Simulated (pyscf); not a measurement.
**Hydrogen abstraction: HO–Sn(OH)(OH)–OH (SMILES [OH][Sn]([OH])([OH])[OH]) + H• (SMILES [H]) -> •O–Sn(OH)(OH)–OH (SMILES [O][Sn]([OH])([OH])[OH]) + H₂ (SMILES [H][H])**

Gas phase, doublet surface, charge 0. Bonds broken: O1–H6. Bonds formed: H6–H10. PySCF, gas phase, ωB97X-D3(BJ)/def2-SVP geometries.

Transition state (Å):

```xyz
10

O      1.1462    -0.9396     0.3919
Sn    -0.6300    -0.0337     0.4220
O     -2.0063    -1.3911     0.1158
O     -1.0726     0.8548     2.1093
O     -0.5420     1.3670    -0.9494
H      0.9420    -2.0409     1.2236
H     -2.8558    -1.1260     0.4921
H     -0.6550     1.7222     2.1873
H     -0.2033     1.0430    -1.7937
H      0.4621    -2.5425     1.6813
```

One imaginary mode, 837i cm⁻¹; descent along it reached the two sides named.

```csv
bond,change,reactant side (Å),saddle,product side
O1–H6,breaks,0.966,1.395,2.529
H6–H10,forms,2.9,0.832,0.762
```

Electronic energies relative to the separated reactants (eV):

| level | barrier | reaction energy | reverse barrier |
|---|---|---|---|
| ωB97X-D3(BJ)/def2-TZVP | 0.76 | +0.67 | 0.09 |
| PBE/def2-TZVP | 0.58 | +0.75 | -0.17 |
| r²SCAN/def2-TZVP | 0.54 | +0.59 | -0.05 |
| B3LYP-D3(BJ)/def2-TZVP | 0.52 | +0.52 | 0.00 |
| PBE0-D3(BJ)/def2-TZVP | 0.72 | +0.74 | -0.01 |
| M06-2X/def2-TZVP | 0.91 | +0.75 | 0.16 |
| ωB97M-D3(BJ)/def2-TZVP | 0.80 | +0.69 | 0.11 |
| HF/def2-TZVP | 1.01 | +0.25 | 0.76 |

With ωB97M-D3(BJ)/def2-TZVP energies and thermal terms (ideal gas, 1 atm, RRHO with modes under 100 cm⁻¹ raised to 100, one conformer, R ln 2 for chiral ones without a mode under 150 cm⁻¹), in eV:

```tsv
T (K)	ΔH‡	ΔG‡	ΔH	ΔG
298	0.71	0.97	+0.66	+0.59
600	0.70	1.24	+0.65	+0.53
900	0.69	1.52	+0.63	+0.47
1200	0.68	1.80	+0.61	+0.42
```

At PBE, r²SCAN, PBE0-D3(BJ) this geometry lies under the product side: in single points on another level's saddle the reverse barrier vanishes, and the forward threshold there is about the reaction energy. This is the saddle that the search found; another between the same sides may lie lower. The angle at the transferred H is 153°. Elements past Kr carry the def2 core potentials, without spin-orbit coupling.
